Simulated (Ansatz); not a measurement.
# ClFH4Si: the cost of one run

Program: Ansatz 0.2.0. Level of theory: RKS PBE-D4/def2-SVP. These are calculated values, not measurements.

### Step 1. The system as given

Bond lengths: Si1–F2 1.940 Å, Si1–H3 1.460 Å, Si1–H4 1.459 Å, Si1–H5 1.459 Å, Si1–Cl6 2.430 Å, Cl6–H7 1.572 Å. Angles: F2–Si1–H3 109.5°, F2–Si1–H4 109.5°, F2–Si1–H5 109.5°, F2–Si1–Cl6 71.6°, H3–Si1–H4 109.5°, H3–Si1–H5 109.5°, H3–Si1–Cl6 178.9°, H4–Si1–H5 109.5°, H4–Si1–Cl6 70.0°, H5–Si1–Cl6 70.0°, Si1–Cl6–H7 61.9°.

As a file:

```xyz
7

Si    0.0000    0.0000    0.0000
F     0.0000    0.0000    1.9400
H     1.3768    0.0000   -0.4862
H    -0.6877    1.1914   -0.4862
H    -0.6877   -1.1914   -0.4862
Cl   -2.3060    0.0000    0.7662
H    -1.1666    0.0000    1.8490
```

### Step 2. A restrained relaxation towards end A

Springs on the bonds that form and break draw the guess towards this end; the thresholds are loose.

Contents of input.yaml:

```yaml
crystal:
  periodic: [false, false, false]
  atoms:
    - { symbol: Si, position_ang: [0.0, 0.0, 0.0] }
    - { symbol: F, position_ang: [0.0, 0.0, 1.94] }
    - { symbol: H, position_ang: [1.3768, 0.0, -0.4862] }
    - { symbol: H, position_ang: [-0.6877, 1.1914, -0.4862] }
    - { symbol: H, position_ang: [-0.6877, -1.1914, -0.4862] }
    - { symbol: Cl, position_ang: [-2.306, 0.0, 0.7662] }
    - { symbol: H, position_ang: [-1.1666, 0.0, 1.849] }
basis:
  gaussian: { orbitals: def2-SVP }
hamiltonian:
  xc: pbe
  dispersion: d4
relax:
  f_tol: 0.15
  max_steps: 25
  restrain:
    - { distance: [0, 5], at: 3.33, k: 30.0 }
    - { distance: [6, 1], at: 2.12, k: 30.0 }
    - { distance: [0, 1], at: 1.59, k: 30.0 }
    - { distance: [6, 5], at: 1.37, k: 30.0 }
```

Started as:

```
$ ansatz run input.yaml --threads 1 --pin off --max-ram 2048MiB --backend cpu --events-out ev --progress --plain --runs-dir out
```

**Question.** How long does this run take on 1 thread of Arm Neoverse V1, shared host, and how much memory does it need?

About 14 s, with a peak of 0.13 GiB.
